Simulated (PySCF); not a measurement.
input.py for SN⁻

File input.py (PySCF 2.14):

```python
from pyscf import gto, scf

mol = gto.M(
    atom='S 0 0 0; N 0 0 1.74',
    basis='6-31+g*',
    charge=-1,
    spin=2,
    symmetry=True,
    verbose=4,
)
mf = scf.UHF(mol)
mf.kernel()
mf.dip_moment()
print('orbital energies (hartree):', [e[max(0, n-3):n+3].round(4) for e, n in zip(mf.mo_energy, mol.nelec)])
```

```bash
$ OMP_NUM_THREADS=1 python input.py
```

The log (some set-up lines and the per-cycle HOMO/LUMO lines with their warnings removed):

```
PySCF version 2.14.0

[INPUT] verbose = 4
[INPUT] num. atoms = 2
[INPUT] num. electrons = 24
[INPUT] charge = -1
[INPUT] spin (= nelec alpha-beta = 2S) = 2
[INPUT] symmetry True subgroup None
[INPUT] Mole.unit = angstrom
[INPUT] Symbol           X                Y                Z      unit          X                Y                Z       unit  Magmom
[INPUT]  1 S      0.000000000000   0.000000000000   0.000000000000 AA    0.000000000000   0.000000000000   0.000000000000 Bohr   0.0
[INPUT]  2 N      0.000000000000   0.000000000000   1.740000000000 AA    0.000000000000   0.000000000000   3.288123456743 Bohr   0.0

nuclear repulsion = 34.0619813925517
point group symmetry = Coov
symmetry origin: [0.         0.         1.00073323]
symmetry axis x: [1. 0. 0.]
symmetry axis y: [0. 1. 0.]
symmetry axis z: [0. 0. 1.]
num. orbitals of irrep A1 = 18
num. orbitals of irrep E1x = 9
num. orbitals of irrep E1y = 9
num. orbitals of irrep E2x = 2
num. orbitals of irrep E2y = 2
number of shells = 18
number of NR pGTOs = 86
number of NR cGTOs = 40
basis = 6-31+g*
ecp = {}

******** <class 'pyscf.scf.uhf_symm.SymAdaptedUHF'> ********
method = SymAdaptedUHF
initial guess = minao
damping factor = 0
level_shift factor = 0
DIIS = <class 'pyscf.scf.diis.CDIIS'>
diis_start_cycle = 1
diis_space = 8
diis_damp = 0
SCF conv_tol = 1e-09
SCF conv_tol_grad = None
SCF max_cycles = 50
direct_scf = True
direct_scf_tol = 1e-13
number electrons alpha = 13  beta = 11
Freeze 0 electrons in irreps []
    24 free electrons in irreps A1 E1x E1y E2x E2y
Set gradient conv threshold to 3.16228e-05
init E= -451.447224999342

cycle= 1 E= -451.882801202676  delta_E= -0.436  |g|= 0.168  |ddm|= 1.23
cycle= 2 E= -451.914868157562  delta_E= -0.0321  |g|= 0.0797  |ddm|= 0.281
cycle= 3 E= -451.926000231093  delta_E= -0.0111  |g|= 0.0624  |ddm|= 0.138
cycle= 4 E= -451.932119664762  delta_E= -0.00612  |g|= 0.0293  |ddm|= 0.119
cycle= 5 E= -451.935108639696  delta_E= -0.00299  |g|= 0.0155  |ddm|= 0.0972
cycle= 6 E= -451.936041288583  delta_E= -0.000933  |g|= 0.00707  |ddm|= 0.0644
cycle= 7 E= -451.936227052804  delta_E= -0.000186  |g|= 0.00323  |ddm|= 0.0307
cycle= 8 E= -451.936265577212  delta_E= -3.85e-05  |g|= 0.00141  |ddm|= 0.0182
cycle= 9 E= -451.936271628834  delta_E= -6.05e-06  |g|= 0.00064  |ddm|= 0.00729
cycle= 10 E= -451.936273045982  delta_E= -1.42e-06  |g|= 0.000255  |ddm|= 0.00378
cycle= 11 E= -451.936273273252  delta_E= -2.27e-07  |g|= 0.000121  |ddm|= 0.00137
cycle= 12 E= -451.936273314885  delta_E= -4.16e-08  |g|= 4.93e-05  |ddm|= 0.000527
cycle= 13 E= -451.936273323495  delta_E= -8.61e-09  |g|= 1.35e-05  |ddm|= 0.000292
cycle= 14 E= -451.93627332401  delta_E= -5.15e-10  |g|= 3.94e-06  |ddm|= 7.49e-05
Extra cycle  E= -451.936273324031  delta_E= -2.12e-11  |g|= 2.13e-06  |ddm|= 8.24e-06
converged SCF energy = -451.936273324031  <S^2> = 2.0507463  2S+1 = 3.0336422

WARN: System has nonzero charge -1; the dipole moment is origin-dependent.
Location of origin: [0. 0. 0.]

Dipole moment(X, Y, Z, Debye):  0.00000,  0.00000, -2.70971
orbital energies (hartree): [array([-0.2711, -0.1037, -0.1037,  0.2374,  0.2511,  0.2754]), array([-0.2091, -0.1298, -0.1298,  0.2389,  0.2546,  0.2745])]
```

In short: E(SCF) = -451.936273 Eh, 14 cycles, ⟨S²⟩ = 2.051.

Hardware: Arm Neoverse V2, 1 thread, shared host. Wall time 0.67 s.

The bond length is a typed value, not an optimised one. The dipole of an ion depends on the origin. No search for the lowest solution was made.
